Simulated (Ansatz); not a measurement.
Calculated with Ansatz (gas phase, PBE0-D4/def2-TZVP geometries, no zero-point term in ΔE). CCSD(T)/CBS adds triple-zeta CCSD(T) − MP2 to the extrapolated MP2 energy (def2 sets, frozen cores). This one scheme is used for every species. Functionals use def2-TZVPP. One conformer a species, not always the lowest.

Reaction (substitution at a C–C bond): `C=CC(=C)O` + H₂S → `C=C(O)S` + `C=C`

Task: Is it downhill or uphill in electronic energy at CCSD(T)/CBS, and by how much? (An estimate is asked.)

Result: The calculation gave: Uphill: ΔE = +40.7 kJ/mol.

Task: What do these levels give: PBE0-D4, ωB97X-V, PBE, SCS-MP2/def2-TZVPP, CCSD(T)/def2-TZVPP, MP2/def2-QZVPP? (Best estimate.)

Result: Computed: PBE0-D4 42.0, ωB97X-V 39.2, PBE 37.6, SCS-MP2/def2-TZVPP 41.3, CCSD(T)/def2-TZVPP 42.9, MP2/def2-QZVPP 41.5 kJ/mol.

Largest T1 diagnostic among the species: 0.012.

From PBE to PBE0 (25 % exact exchange), in def2-TZVPP and without D4, ΔE moves by +3.5 kJ/mol. In def2-TZVPP, CCSD(T) changes the Hartree–Fock value by −3.2 kJ/mol (the triples alone add −0.9 kJ/mol) and MP2 by −3.3 kJ/mol.
